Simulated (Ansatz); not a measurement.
# [SiH5]− (SMILES [H][Si-]([H])([H])([H])[H]) at CCSDTQ/STO-3G

Aim: the energy change on altering one bond length of [SiH5]− at CCSDTQ/STO-3G, from 2 runs. 

Program for the calculation: Ansatz 0.2.0.

## 1. Starting point

The species is [SiH5]− (6 atoms), meant as a singlet with charge -1. As SMILES, `[H][Si-]([H])([H])([H])[H]`. Geometry: relaxed at GFN2-xTB.

Bond lengths: Si1–H2 1.639 Å, Si1–H3 1.644 Å, Si1–H4 1.491 Å, Si1–H5 1.491 Å, Si1–H6 1.491 Å. Angles: H2–Si1–H3 179.9°, H2–Si1–H4 90.0°, H2–Si1–H5 90.0°, H2–Si1–H6 90.1°, H3–Si1–H4 89.9°, H3–Si1–H5 90.0°, H3–Si1–H6 90.0°, H4–Si1–H5 120.1°, H4–Si1–H6 120.0°, H5–Si1–H6 120.0°.

## 2. The energy at CCSDTQ/STO-3G

The input, in.yaml:

```yaml
basis:
  gaussian:
    orbitals: STO-3G
crystal:
  periodic: [false, false, false]
  atoms:
    - {symbol: Si, position_ang: [-0.000240, 0.000230, 0.001470]}
    - {symbol: H, position_ang: [-0.019890, -0.007790, 1.639910]}
    - {symbol: H, position_ang: [0.021790, 0.007860, -1.642440]}
    - {symbol: H, position_ang: [1.490630, 0.011850, 0.019200]}
    - {symbol: H, position_ang: [-0.757550, 1.285100, -0.002620]}
    - {symbol: H, position_ang: [-0.734730, -1.297250, -0.015520]}
total_charge: -1
accuracy: high
scf:
  omitted_lower_state_checks: [cluster_reference, increment]
correlation:
  method: ccsdtq
  frozen_orbitals: {H: 0, Si: 5}
```

The run is started by

```console
$ ansatz run in.yaml --threads 1 --pin off --max-ram 2610MiB --events-out events.jsonl --progress --plain --runs-dir runs
```

The program printed (excerpt; [...] marks lines left out):

```text
Warning: RAYON_NUM_THREADS=1 ignored (pool sized by the plan → 1); use --threads N
Functional definition: HF
  name "HF"
[...]
222 factors; integrals over basis functions are off by at most 1.5e-8 eV
[...]
mean field -7842.39134447 eV, -288.2025661456 hartree, gradient 7.5e-8 eV, S^2 0.000000; 0 other end points of the search recorded, 0 dependent functions left out
5 core orbitals not correlated: weight in the atoms' cores, before any rotation towards them, 0.999 or more for the frozen orbitals, at most 0.000 for the correlated occupied ones
reference -7842.39134447 eV, -288.2025661456 hartree; 5, 5 occupied and 4, 4 virtual orbitals, 222 factors
second order -1.41146705 eV of doubles, -0.00000000 eV of singles
cycle   1  -1.82826822 eV  change   -4.2e-1 eV  update   5.6e-2
[...]
cycle  16  -2.07392452 eV  change   -1.2e-9 eV  update  4.6e-10
Total energy: -7844.46526899 eV, -288.2787814659 hartree
Checks for a lower state left out: cluster_reference, increment
```

Run time: 0.81 s. Hardware: 1 thread of Arm Neoverse V1, shared host.

## 3. The distorted shape at the same level

The input, job.yaml:

```yaml
basis:
  gaussian:
    orbitals: STO-3G
crystal:
  periodic: [false, false, false]
  atoms:
    - symbol: Si
      position_ang: [-0.372982, -0.002675, -0.002963]
    - symbol: H
      position_ang: [-0.392632, -0.010695, 1.635477]
    - symbol: H
      position_ang: [-0.350952, 0.004955, -1.646873]
    - symbol: H
      position_ang: [1.490630, 0.011850, 0.019200]
    - symbol: H
      position_ang: [-1.130292, 1.282195, -0.007053]
    - symbol: H
      position_ang: [-1.107472, -1.300155, -0.019953]
scf:
  omitted_lower_state_checks: [cluster_reference, increment]
correlation:
  method: ccsdtq
  frozen_orbitals: {H: 0, Si: 5}
accuracy: high
total_charge: -1
```

The run is started by

```console
$ ansatz run job.yaml --threads 1 --pin off --max-ram 2610MiB --events-out events.jsonl --progress --plain --runs-dir runs
```

The program printed (excerpt; [...] marks lines left out):

```text
Warning: RAYON_NUM_THREADS=1 ignored (pool sized by the plan → 1); use --threads N
[... 2 set-up lines as earlier in the session ...]
[...]
222 factors; integrals over basis functions are off by at most 1.7e-8 eV
[...]
mean field -7841.16016299 eV, -288.1573210605 hartree, gradient 8.4e-8 eV, S^2 0.000000; 0 other end points of the search recorded, 0 dependent functions left out
5 core orbitals not correlated: weight in the atoms' cores, before any rotation towards them, 0.999 or more for the frozen orbitals, at most 0.000 for the correlated occupied ones
reference -7841.16016299 eV, -288.1573210605 hartree; 5, 5 occupied and 4, 4 virtual orbitals, 222 factors
second order -1.62687700 eV of doubles, -0.00000000 eV of singles
cycle   1  -2.12411806 eV  change   -5.0e-1 eV  update   6.8e-2
[...]
cycle  20  -2.44908268 eV  change   -1.0e-9 eV  update  3.9e-10
Total energy: -7843.60924567 eV, -288.2473231890 hartree
Checks for a lower state left out: cluster_reference, increment
```

It took 0.89 s on 1 thread of Arm Neoverse V1, shared host.

## 4. What came out

At CCSDTQ/STO-3G, 5 core orbitals frozen:

```
                                                          quantity          value
                                         first shape: total energy  -288.27878 Eh
          first shape: correlation energy (5 core orbitals frozen)      -76.2 mEh
                                        first shape: T1 diagnostic          0.007
                                     distorted shape: total energy  -288.24732 Eh
      distorted shape: correlation energy (5 core orbitals frozen)      -90.0 mEh
                                    distorted shape: T1 diagnostic          0.010
energy change with the Si1–H4 bond stretched from 1.491 to 1.864 Å       0.856 eV
```

In words: With the Si1–H4 bond stretched from 1.491 to 1.864 Å the energy rises by 0.86 eV (82.6 kJ/mol). The first shape isn't relaxed at this level, so the change isn't measured from a minimum. The minimal basis adds a large error of its own.
